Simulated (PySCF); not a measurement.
Simulated 1H ENDOR lines of a doublet radical (isotropic, first order, 347.5 mT).

Class means under 0.5 MHz are left out. Line positions in MHz: 14.32, 15.27, 28.41, 58.00.

Problem. What is the proton Larmor frequency at this field?

Solution. νH = 5.58569 × 7.62259 MHz/T × 0.3475 T = 14.80 MHz.

Problem. Pair the lines and read off the couplings.

Solution. ν± = |νn ± a/2|, one line for each electron-spin manifold; νn = |g_N| × 7.62259 MHz/T × B. A pair with |a| < 2νn is centred on νn and split by |a|; one with |a| > 2νn is centred on |a|/2 and split by 2νn.

```tsv
lower line	upper line	centred on	|a| (MHz)
28.41	58.00	|a|/2	86.41
14.32	15.27	νn	0.95
```

C4H4NO (doublet state).
Geometry (GFN2-xTB, Å), atoms numbered from 1 in this order:
```
atom  x, y, z in Å
C1    -1.157   -0.548   -0.097
C2     0.206    0.069    0.110
C3     0.252    1.502    0.078
N4     0.299    2.644    0.018
C5     1.425   -0.671   -0.200
O6     1.070   -0.533    1.096
H7    -1.078   -1.630   -0.043
H8    -1.540   -0.264   -1.075
H9    -1.850   -0.202    0.668
H10    2.383   -0.363   -0.578
```

Identity: `C[C@]1(C#N)[CH]O1` [radical].

Problem. This is the radical. Which protons give which coupling, and how does each split the EPR lines?

Solution. 86.4 MHz (computed sign +): H10, α, 1 bond from C5, a 1:1 doublet of 3.082 mT; 1.0 MHz (computed sign −): H7/H8/H9, γ, 3 bonds from C5, a 1:3:3:1 quartet of 0.034 mT. To first order the positions of ENDOR lines don't depend on how many nuclei share a coupling.

Computed, not measured: PySCF, UKS B3LYP, pcH-1 on C H N O, non-relativistic, mean-field spin-orbit, GIAO. Geometry: GFN2-xTB; no solvent, vibrations or thermal averaging. The geometry wasn't refined by DFT: couplings that depend on bond lengths, twists or pyramidal angles can differ widely from those at the functional's own minimum. The SCF solution wasn't tested for stability.

Means are taken over nuclei equivalent by connectivity, which assumes that they swap fast.

The largest Mulliken spin populations are on C5 (+0.83) and O6 (+0.15). The angles at C5 add up to 316.8°, so it is pyramidal.
